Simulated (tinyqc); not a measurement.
Coupled-perturbed Hartree-Fock on RHF in the sto-3g basis, for H3O+, spin multiplicity 1, step by step. One step of it, computed by the program tinyqc.

Task: Iteration 7 (converged): orbitals. Diagonalise F' = X^T F X, C = X C', fill 5 alpha and 5 beta electrons from the bottom; D = 2 C_occ C_occ^T. Each column has its largest component positive (the first on a tie).

converged F (hartree):
```
             1O 1s      1O 2s     1O 2px     1O 2py     1O 2pz      2H 1s      3H 1s      4H 1s
1O 1s   -20.867800  -5.311207  -0.000011   0.000000   0.021096  -1.219633  -1.217748  -1.217748
1O 2s    -5.311207  -3.012089  -0.000152   0.000000   0.125081  -1.251444  -1.250139  -1.250139
1O 2px   -0.000011  -0.000152  -0.931461   0.000000   0.000080  -0.638105   0.319013   0.319013
1O 2py    0.000000   0.000000   0.000000  -0.931191   0.000000   0.000000  -0.552336   0.552336
1O 2pz    0.021096   0.125081   0.000080   0.000000  -0.931354   0.268967   0.268661   0.268661
2H 1s    -1.219633  -1.251444  -0.638105   0.000000   0.268967  -0.927399  -0.462381  -0.462381
3H 1s    -1.217748  -1.250139   0.319013  -0.552336   0.268661  -0.462381  -0.926443  -0.462010
4H 1s    -1.217748  -1.250139   0.319013   0.552336   0.268661  -0.462381  -0.462010  -0.926443
```

X:
```
                1          2          3          4          5          6          7          8
1O 1s   -0.334656  -0.000914   0.000000   0.748655   0.621993   0.000000   0.000008   0.125025
1O 2s    1.345714   0.002785   0.000000  -0.134699   0.204226   0.000000  -0.000044   0.400993
1O 2px   0.002391  -0.951614   0.000000  -0.000167  -0.000019   0.000000   0.678932   0.000082
1O 2py   0.000000   0.000000   0.951242   0.000000   0.000000   0.678973   0.000000   0.000000
1O 2pz  -0.334227  -0.000578   0.000000  -0.672465   0.702441   0.000000  -0.000043  -0.102146
2H 1s   -0.585110   0.998694   0.000000  -0.118496  -0.096220   0.000000   0.430581   0.304638
3H 1s   -0.580870  -0.501295  -0.865659  -0.118546  -0.096234   0.373050  -0.215505   0.304435
4H 1s   -0.580870  -0.501295   0.865659  -0.118546  -0.096234  -0.373050  -0.215505   0.304435
```

Give: F' = X^T F X; orbital energies; coefficients C; D after iteration 7.

Result:

F' = X^T F X (hartree):
```
         1        2        3         4        5        6        7        8
1  -0.3340  -0.0021   0.0000    1.5834   1.2753   0.0000   0.0000  -0.0712
2  -0.0021   0.2812   0.0000    0.0055   0.0047   0.0000   0.0441   0.0005
3   0.0000   0.0000   0.2806    0.0000   0.0000  -0.0442   0.0000   0.0000
4   1.5834   0.0055   0.0000  -10.5199  -9.0916   0.0000  -0.0001  -3.7967
5   1.2753   0.0047   0.0000   -9.0916  -9.5289   0.0000  -0.0001  -3.6235
6   0.0000   0.0000  -0.0442    0.0000   0.0000  -1.1182   0.0000   0.0000
7   0.0000   0.0441   0.0000   -0.0001  -0.0001   0.0000  -1.1184  -0.0002
8  -0.0712   0.0005   0.0000   -3.7967  -3.6235   0.0000  -0.0002  -3.1232
```

orbital energies (hartree): MO1 -20.8768, MO2 -1.8143, MO3 -1.1198, MO4 -1.1196, MO5 -0.9327, MO6 0.1178, MO7 0.2820, MO8 0.2826

coefficients C:
```
            MO1      MO2      MO3      MO4      MO5      MO6      MO7      MO8
1O 1s    0.9939  -0.2385   0.0001   0.0000  -0.0651  -0.1611   0.0000   0.0004
1O 2s    0.0282   0.8643  -0.0003   0.0000   0.3202   1.0869   0.0000  -0.0028
1O 2px   0.0000   0.0001   0.7086   0.0000   0.0002  -0.0018   0.0000  -0.9298
1O 2py   0.0000   0.0000   0.0000   0.7086   0.0000   0.0000   0.9294   0.0000
1O 2pz  -0.0031  -0.1283  -0.0002   0.0000   0.9394  -0.4109   0.0000   0.0010
2H 1s   -0.0052   0.0959   0.3990   0.0000  -0.0893  -0.6600   0.0000   1.0145
3H 1s   -0.0052   0.0958  -0.1996   0.3456  -0.0894  -0.6626  -0.8770  -0.5051
4H 1s   -0.0052   0.0958  -0.1996  -0.3456  -0.0894  -0.6626   0.8770  -0.5051
```

D after iteration 7:
```
          1O 1s    1O 2s   1O 2px   1O 2py   1O 2pz    2H 1s    3H 1s    4H 1s
1O 1s    2.0981  -0.3979   0.0000   0.0000  -0.0673  -0.0445  -0.0445  -0.0445
1O 2s   -0.3979   1.7007  -0.0001   0.0000   0.3797   0.1080   0.1081   0.1081
1O 2px   0.0000  -0.0001   1.0041   0.0000   0.0001   0.5654  -0.2828  -0.2828
1O 2py   0.0000   0.0000   0.0000   1.0043   0.0000   0.0000   0.4898  -0.4898
1O 2pz  -0.0673   0.3797   0.0001   0.0000   1.7979  -0.1926  -0.1925  -0.1925
2H 1s   -0.0445   0.1080   0.5654   0.0000  -0.1926   0.3528  -0.1248  -0.1248
3H 1s   -0.0445   0.1081  -0.2828   0.4898  -0.1925  -0.1248   0.3529  -0.1248
4H 1s   -0.0445   0.1081  -0.2828  -0.4898  -0.1925  -0.1248  -0.1248   0.3529
```
